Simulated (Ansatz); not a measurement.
A nudged elastic band was laid between two geometries of C2H7NO2 (12 atoms, charge 0, multiplicity 1).

The calculation used RKS PBE0/def2-SVP in Ansatz 0.2.0.

| Item | Value |
| --- | --- |
| movable images | 5 |
| climbing image | yes |
| spring | 5.0 eV/Å² |
| optimiser | quadratic models (default) |
| start path | IDPP |
| force threshold | 0.05 eV/Å |
| iteration limit | 60 |
| end points | relaxed |

First end point:

```xyz
12
Properties=species:S:1:pos:R:3
C -0.461 -0.174 1.401
N 0.186 -0.822 0.277
C 0.418 -0.004 -0.864
O -0.784 0.322 -1.499
O 1.030 1.201 -0.534
H 0.151 0.610 1.884
H -1.389 0.301 1.053
H -0.733 -0.928 2.154
H 1.040 -1.297 0.552
H 1.072 -0.591 -1.548
H -1.271 -0.502 -1.609
H 0.817 1.830 -1.233
```

Last end point:

```xyz
12
Properties=species:S:1:pos:R:3
C -0.022 -0.013 1.590
N -0.129 -0.684 0.314
C 0.219 0.086 -0.838
O 0.099 -0.707 -1.968
O -0.632 1.186 -0.855
H 0.995 0.369 1.821
H -0.712 0.841 1.614
H -0.314 -0.705 2.393
H 0.416 -1.541 0.296
H 1.281 0.430 -0.848
H -0.791 -1.084 -1.921
H -0.334 1.767 -1.563
```

(1) Which bonds break or form, and what moves?

(2) Give the energies along the band, and the barrier.

(3) What is the geometry of the highest image?

Results:

(1) No bond is made or broken. The dihedral C1–N2–C3–O4 goes from -70 to 178°.

(2) The run converged. The highest image is number 3 of 0 to 6, 0.097 eV above the first end and 0.140 eV above the last; the last end lies 0.043 eV below the first. A structure lower than the first end lies on the path between it and the top, so the climb from that side starts below the end, which may itself be a saddle point or a shallow side well. A vibrational analysis at the climbing image gives one clearly imaginary mode, 93i cm⁻¹: a first-order saddle point.

```csv
image,path coordinate (Å),energy (eV),dihedral C1–N2–C3–O4 (°)
0,0.00,0.000,-70
1,0.71,-0.013,-73
2,1.41,0.046,-90
3,2.12,0.097,-114
4,2.81,0.065,-138
5,3.50,-0.005,-162
6,4.19,-0.043,178
```

(3) 
```xyz
12
Properties=species:S:1:pos:R:3
C -0.284 -0.138 1.478
N 0.147 -0.773 0.251
C 0.417 0.032 -0.903
O -0.495 -0.224 -1.932
O 0.372 1.379 -0.546
H 0.458 0.548 1.927
H -1.201 0.443 1.311
H -0.521 -0.924 2.211
H 0.884 -1.449 0.409
H 1.412 -0.224 -1.322
H -1.277 -0.586 -1.496
H 0.166 1.860 -1.354
```

The run took 94 s on 2 threads of INTEL(R) XEON(R) PLATINUM 8581C CPU @ 2.30GHz (Emerald Rapids), on a shared host, peak memory 0.24 GiB.
